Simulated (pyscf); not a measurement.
## Four-centre exchange: Cl–GeH₂• + water (H₂O) → HO–GeH•–Cl + hydrogen (H₂)

Gas phase, doublet surface, charge 0. Bonds broken: Ge1–H3, O5–H6. Bonds formed: Ge1–O5, H3–H6. Single points on ωB97X-D3(BJ)/def2-SVP structures (PySCF, gas phase).

Transition state (Å):

```xyz
7

Ge     0.3738     0.3403    -0.6385
Cl    -1.3713    -0.6979    -1.4876
H      1.2739     1.8145     0.3225
H      1.3325    -0.8068    -0.2079
O     -0.4495     0.8032     1.0777
H      0.5475     1.4937     1.0252
H     -0.5523     0.1090     1.7462
```

One imaginary mode, 1482i cm⁻¹; descent along it reached the two sides named, in the forms told below.

```tsv
bond	change	reactant side (Å)	saddle	product side
Ge1–H3	breaks	1.540	1.977	4.3
O5–H6	breaks	0.964	1.214	2.522
Ge1–O5	forms	3.0	1.959	1.779
H3–H6	forms	3.7	1.060	0.761
```

Electronic energies relative to the separated reactants (kcal/mol):

| level | barrier | reaction energy | reverse barrier |
|---|---|---|---|
| ωB97X-D3(BJ)/def2-TZVP | 30.8 | -6.9 | 37.7 |
| PBE/def2-TZVP | 23.6 | -7.2 | 30.8 |
| r²SCAN/def2-TZVP | 26.1 | -8.1 | 34.2 |
| B3LYP-D3(BJ)/def2-TZVP | 28.5 | -7.3 | 35.8 |
| PBE0-D3(BJ)/def2-TZVP | 28.2 | -5.2 | 33.5 |
| M06-2X/def2-TZVP | 29.8 | -9.5 | 39.4 |
| ωB97M-D3(BJ)/def2-TZVP | 31.2 | -5.6 | 36.8 |
| HF/def2-TZVP | 51.2 | -2.4 | 53.5 |

With ωB97M-D3(BJ)/def2-TZVP energies and thermal terms (ideal gas, 1 atm, RRHO with modes under 100 cm⁻¹ raised to 100, one conformer, R ln 2 for chiral ones without a mode under 150 cm⁻¹), in kcal/mol:

```csv
T (K),ΔH‡,ΔG‡,ΔH,ΔG
298,28.8,39.0,-8.2,-6.7
600,29.0,49.3,-7.1,-5.6
900,29.8,59.3,-6.2,-5.1
1200,30.7,69.0,-5.5,-4.8
```

On the reactant side the descent ends in a complex (not fully relaxed), 4.1 kcal/mol under the separated species and 34.9 kcal/mol under the saddle at ωB97X-D3(BJ)/def2-TZVP. At the saddle there is also a short Ge–H contact that neither side keeps. The same reactants have a lower exit, to HO–GeH₂• + HCl (barrier +15.1 kcal/mol at ωB97M-D3(BJ)/def2-TZVP, against +31.2 kcal/mol here). This is the saddle that the search found; another between the same sides may lie lower. Elements up to Kr have no core potential and no relativistic terms here.
